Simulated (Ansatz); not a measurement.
# C2H5NOS: one species, many methods

The task here is to estimate one member of a computed series from the others.

The runs use Ansatz 0.2.0, Gaussian basis; functionals in def2-TZVPP, the program's frozen cores in correlated methods.

Plan: PBE-D4, r2SCAN-D4, PBE0-D4, B3LYP-D4, ωB97X-V, ωB97M-V, B2PLYP; CCSD(T)/def2-TZVPP; MP2/def2-QZVPP; extrapolation to the limit.

### The geometry

The geometry comes from an earlier relaxation with PBE0-D4 in a triple-zeta def2 set; it is a stationary point, not always the lowest conformer.

SMILES `OC1NCS1`, 10 atoms, charge 0, spin multiplicity 1.

Atoms are counted from 1 here; the program's logs count them from 0.

Bond lengths: O1–C2 1.381 Å, O1–H6 0.962 Å, C2–N3 1.433 Å, C2–S5 1.858 Å, C2–H7 1.099 Å, N3–C4 1.456 Å, N3–H8 1.011 Å, C4–S5 1.822 Å, C4–H9 1.092 Å, C4–H10 1.094 Å. Angles: C2–O1–H6 109.0°, O1–C2–N3 111.5°, O1–C2–S5 118.0°, O1–C2–H7 109.9°, N3–C2–S5 91.1°, N3–C2–H7 115.6°, S5–C2–H7 109.8°, C2–N3–C4 100.4°, C2–N3–H8 115.8°, C4–N3–H8 116.7°, N3–C4–S5 91.8°, N3–C4–H9 113.9°, N3–C4–H10 114.9°, S5–C4–H9 114.0°, S5–C4–H10 111.6°, H9–C4–H10 109.8°, C2–S5–C4 74.2°.

The first run:

Contents of in.yaml:

```yaml
crystal:
  periodic: [false, false, false]
  atoms:
    - {symbol: O, position_ang: [-1.938268, 0.440729, -0.017888]}
    - {symbol: C, position_ang: [-0.661834, 0.120408, -0.437169]}
    - {symbol: N, position_ang: [0.038257, -0.649440, 0.548320]}
    - {symbol: C, position_ang: [1.320347, 0.039858, 0.558954]}
    - {symbol: S, position_ang: [0.637040, 1.447564, -0.374392]}
    - {symbol: H, position_ang: [-2.467970, 0.679471, -0.784078]}
    - {symbol: H, position_ang: [-0.696968, -0.317970, -1.444806]}
    - {symbol: H, position_ang: [0.060041, -1.648599, 0.393062]}
    - {symbol: H, position_ang: [1.674996, 0.299598, 1.558526]}
    - {symbol: H, position_ang: [2.117459, -0.462621, 0.002371]}
basis:
  gaussian: {orbitals: def2-TZVPP}
hamiltonian: {xc: pbe, dispersion: d4}
output: {forces: true, orbitals: {seedname: orbitals}}
```

Command:

```bash
$ ansatz run in.yaml --threads 4 --pin off --events-out ev --progress --plain --max-ram 10444MiB
```

Among the steps run: PBE-D4 (GGA); r2SCAN-D4 (meta-GGA); PBE0-D4 (hybrid); B3LYP-D4 (hybrid); ωB97X-V (range-separated); ωB97M-V (range-separated); B2PLYP (double hybrid); CCSD(T) in def2-TZVPP; MP2 in def2-QZVPP.

One table of the session follows, with a row left open; its other results are not shown here.

It belongs to the step «Atomisation energies». 

| method | atomisation energy (kJ/mol) |
| --- | --- |
| PBE-D4 | 3868.1 |
| r2SCAN-D4 | 3726.0 |
| PBE0-D4 | 3756.8 |
| B3LYP-D4 | 3715.6 |
| ωB97X-V | 3742.9 |
| ωB97M-V | 3746.2 |
| B2PLYP | 3669.8 |
| HF/def2-TZVPP | 2456.2 |
| MP2/def2-TZVPP | ? |
| CCSD/def2-TZVPP | 3517.9 |
| CCSD(T)/def2-TZVPP | 3596.2 |
| MP2/CBS | 3808.2 |
| CCSD(T)/CBS | 3718.2 |

Estimate the missing values for MP2/def2-TZVPP.

**Answer.** atomisation energy (kJ/mol): 3686.1. In the column «atomisation energy (kJ/mol)» it lies between B2PLYP (3669.8) and B3LYP-D4 (3715.6).

Caveats from the session: Free atoms (1 O, 2 C, 1 N, 1 S, 5 H) were run apart at each level; the atomisation energy is their sum less the molecule, without zero-point or spin-orbit terms.
